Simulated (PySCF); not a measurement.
# Ar: ionisation energy

Ar [Ar] (1S) → Ar+ [Ne] 3s2 3p5 (2P), as a difference of total energies. Computed with PySCF 2.14 in def2-SVP, with the non-relativistic Hamiltonian (point nucleus). Correlated levels: valence: [Ne] frozen. The calculations carry no spin-orbit coupling.

| method | ionisation energy (eV) | error (eV) |
| --- | --- | --- |
| UHF | 14.613 | -1.206 |
| LDA | 15.811 | -0.008 |
| M06-2X | 15.745 | -0.074 |
| MP2 (valence) | 15.346 | -0.473 |
| SCS-MP2 (valence) | 15.258 | -0.561 |
| CCSD (valence) | 15.206 | -0.613 |
| CCSD(T) (valence) | 15.201 | -0.618 |

Reference: 15.819 eV (measured; NIST levels, between the centres of gravity of the two terms).

Errors of the correlated levels include the incompleteness of this basis and the frozen core.
